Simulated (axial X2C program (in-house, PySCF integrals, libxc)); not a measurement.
# Correcting the dissociation energy of AlF⁺ for spin–orbit coupling

A spin-free CCSD(T) curve (one-electron X2C) was computed with an axial X2C code built on PySCF integrals, basis Al dyall-v3z [8s8p2d1f], F dyall-av3z [7s6p3d2f] (cores contracted in-house), for the state M_S = 1/2, Λ = 0 (beyond evenly filled blocks: σα). It gives D0 = 3.087 eV to Al+ + F, which in a spin-free picture are the weighted means of the ground terms.

Correlated methods: 9 electrons correlated (number of frozen shells: Al 2 s, 1 p; F 1 s), 169 virtual spin orbitals or spinors in MP2, 90 natural virtuals in coupled cluster.

Measured levels of the ground terms (NIST Handbook of Basic Atomic Spectroscopic Data), in cm⁻¹: Al+ 1S: J = 0 at 0; F 2P: J = 3/2 at 0, J = 1/2 at 404.1.

The molecular state has Λ = 0, so it has no first-order lowering.

**Question.** How far does each ground level lie under the (2J+1)-weighted mean of its term?

**Answer.** Al+: a single level, 0; F: (4 × 0 + 2 × 404.1)/6 = 135 cm⁻¹.

**Question.** Correct D0.

**Answer.** D0 = 3.087 + (0 − 135)/8065.5 = 3.070 eV at CCSD(T) with these spin–orbit terms. The direct two-component run gives 3.070 eV; the difference holds second-order terms in the molecule, scalar two-electron terms, the gap between measured and computed atomic splittings (a 2c atom can miss part of its lowering) and, in coupled cluster, the truncation of each run.

Second-order spin–orbit effects in the molecule, which grow quickly with Z, are left out. One determinant describes the state; a PBE0 search over occupations chose it and may have missed a lower one. De is counted from the lowest determinant-based energies of the atoms at the same level, without counterpoise correction. Coupled cluster ran in a truncated set of natural virtual spinors; the MP2 energy of the rest was added. (T) has no such correction and the atoms are truncated less, which lowers De at CCSD(T) by a hundredth of an eV or more.
